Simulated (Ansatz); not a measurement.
**Which is lower?**

Two relaxed structures of Si$_{2}$H$_{5}$O (charge -1), closed shell (PBE0-D4/def2-TZVPD; forces vanish, vibrations not checked).

A:

| atom | x (Å) | y (Å) | z (Å) |
| --- | --- | --- | --- |
| O1 | -1.4051 | 0.4390 | -1.5092 |
| Si2 | -0.7901 | 1.0930 | -0.0081 |
| Si3 | 0.7329 | -0.6206 | 0.6835 |
| H4 | -2.3564 | 0.3874 | -1.4255 |
| H5 | 0.3882 | 1.9126 | -0.5672 |
| H6 | 1.6169 | -0.1189 | 1.8024 |
| H7 | 1.7249 | -1.2502 | -0.2746 |
| H8 | 0.0888 | -1.8422 | 1.2987 |

B:

```
atom    x (Å)    y (Å)    z (Å)
  O1  -1.5788   0.4679  -1.4297
 Si2  -0.7050   0.9723  -0.2391
 Si3   0.7520  -0.6598   0.7229
  H4  -1.4143   1.4785   1.0135
  H5   0.2847   2.1044  -0.4985
  H6   1.5906  -0.1502   1.8694
  H7   1.7645  -1.2437  -0.2237
  H8   0.0620  -1.8659   1.2985
```

Program: Ansatz 0.2.0. Basis: def2-TZVPPD. Cores are frozen in the correlated methods. B3LYP uses VWN-RPA correlation.

Q: Which structure is lower at CCSD(T), and by how much? (Judge from chemistry; the value comes from the calculation.)

A: Computed: B, by 0.664 eV (electronic energy, against the other). By their contacts, A is Si₂H₅O ([OH][SiH][SiH3]), total charge -1 and B is Si₂H₅O ([O][SiH2][SiH3]), total charge -1.

All methods give the same order:

| method | E(B) − E(A) (eV) |
| --- | --- |
| PBE-D4 | -0.602 |
| r2SCAN-D4 | -0.717 |
| PBE0-D4 | -0.586 |
| B3LYP-D4 | -0.678 |
| wB97M-V | -0.605 |
| HF | -0.699 |
| MP2 | -0.795 |
| CCSD | -0.653 |
| CCSD(T) | -0.664 |

The T1 diagnostic stays at or below 0.017.

Labels in which every atom is bracketed show which atoms are joined, not bond orders.

For scale, one of the runs: CCSD(T)/def2-TZVPPD, 221 basis functions, launched by `ansatz run in.yaml --threads 2 --pin off --events-out ev --progress --plain --max-ram 4352MiB`. Time: 77 s of wall clock on 2 CPU threads of an Arm Neoverse V2; the host was shared. Peak host memory: 3.2 GiB.
